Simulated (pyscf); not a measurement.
Routes from H₃C–InH–CH₃ (SMILES [CH3][InH][CH3]) + H₂S (SMILES S)

Candidate steps break at most two bonds and form at most two. Each was searched with GFN2-xTB (tblite) first. PySCF, gas phase, ωB97X-D3(BJ)/def2-SVP geometries. Energies: ωB97M-D3(BJ)/def2-TZVP, kcal/mol, from the separated reactants, singlet surface; ΔG‡ with ideal gas, 1 atm, RRHO with modes under 100 cm⁻¹ raised to 100, one conformer, R ln 2 for chiral ones without a mode under 150 cm⁻¹.

```json
[
 {"products": "H₃C–In(CH₃)–SH + H₂", "type": "four-centre exchange", "ΔE‡": "9.0", "ΔE": "-19.7", "ΔG‡ 298 K": "19.5", "ΔG‡ 900 K": "41.2", "ν‡ (cm⁻¹)": "1266i"},
 {"products": "CH₄ + H₃C–InH–SH", "type": "four-centre exchange", "ΔE‡": "12.1", "ΔE": "-31.4", "ΔG‡ 298 K": "22.6", "ΔG‡ 900 K": "44.4", "ν‡ (cm⁻¹)": "1308i"}
]
```

Row 1: On the reactant side the descent ends in an adduct with a In–S contact, 11.8 kcal/mol under the separated species and 16.1 kcal/mol under the saddle at ωB97X-D3(BJ)/def2-TZVP. Row 2: On the reactant side the descent ends in an adduct with a In–S contact, 11.9 kcal/mol under the separated species and 19.9 kcal/mol under the saddle at ωB97X-D3(BJ)/def2-TZVP. 

Plain bond fissions and candidates not yet searched are not listed, and one of them may be faster. Each barrier is that of the saddle found; lower ones may exist. Elements past Kr carry the def2 core potentials, without spin-orbit coupling.
